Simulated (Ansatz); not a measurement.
# C3N: structure from calculated spectroscopic constants

These gas-phase data were calculated for one isomer of C3N at PBE0-D3(BJ)/def2-SVP (harmonic, unscaled wavenumbers; equilibrium rotational constants with average atomic masses):

- rotational constants: 48.23, 8.651, 7.336 GHz
- all wavenumbers above 1500 cm⁻¹: 1853

Candidates:

(1) `[C]=C1[C]=N1`, a doublet
(2) `[C]#CC#N`, a doublet

Assign the data to one candidate and say why.

Candidate (1). No mode falls between 2050 and 2420 cm⁻¹, where the C≡N stretch of (2) would stand.

The same quantities for all candidates:

```
     rotational constants (GHz)  wavenumbers above 1500 cm⁻¹  E above the lowest, PBE0-D3(BJ)/def2-SVP (kcal/mol)
(1)         48.23, 8.651, 7.336                         1853                                                 48.9
(2)                        4.92                   2406, 2212                                                  0.0
```

Open shells are spin-unrestricted. Programs: Ansatz 0.2.0.
